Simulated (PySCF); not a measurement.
## Telling isomers of C4H5N apart by NMR

Method: PBE0-D3(BJ)/def2-SVP structure, shielding tensors at PBE0/pcSseg-1 (GIAO), J: B3LYP/pcJ-1 (spin–dipole term left out of most H,H and C,H couplings), in PySCF 2.14 (relativity neglected, one computed conformer, in vacuum, equivalent nuclei averaged).

Shifts are taken against calculated references (same method and geometry level): ¹H and ¹³C vs TMS. Multiplet labels drop J under 1 Hz and among equivalent protons, and merge close values. Unscaled 3J(H,H) run several per cent high. Shifts are as computed. Against solution values, carbons near 30 ppm lie about +2 ppm off and those near 130 ppm about +5 ppm. Of 1211 compounds with measured shifts, 218 miss one by over three times the rms of a fit or turn the order of signals round; such compounds aren't used in these exercises. OH and NH positions are gas-phase values without hydrogen bonding to other molecules.

(1) Tabulate the signals of `C#C/C=N/C`, `C#C[C@@H]1CN1` and their relative energies.

(2) What is the quickest way to tell C#C/C=N/C from C#C[C@@H]1CN1?

Answers

(1) 
```tsv
SMILES	carbon types	δC	δH	E rel. (kcal/mol)
C#C/C=N/C	1×C 2×CH 1×CH3	148.7, 87.0, 84.2, 52.5	7.38 (quint, 1H), 3.60 (dd, 3H), 2.99 (dq, 1H)	0.0
C#C[C@@H]1CN1	1×C 2×CH 1×CH2	89.4, 73.2, 29.6, 17.9	2.01 (dt, 1H), 1.88 (d, 1H), 1.78 (dd, 1H), 1.66 (dd, 1H), -0.53 (br s, 1H)	9.2
```

Energies are electronic energies at PBE0/pcSseg-1 on these geometries, without zero-point or thermal terms, each for the one conformer computed, which needn't be the lowest.

(2) Both give the same number of carbon signals, but DEPT or the intensities differ. The first has a C=N carbon (CH) at 148.7 ppm, the second an aziridine ring carbon (CH2) at 29.6 ppm. Their most deshielded carbons lie at 148.7 and 89.4 ppm. In the proton spectra the most deshielded non-exchanging signals are 7.38 (quint, J = 2.5 Hz, 1H) and 2.01 (dt, J = 5.0, 2.8 Hz, 1H).
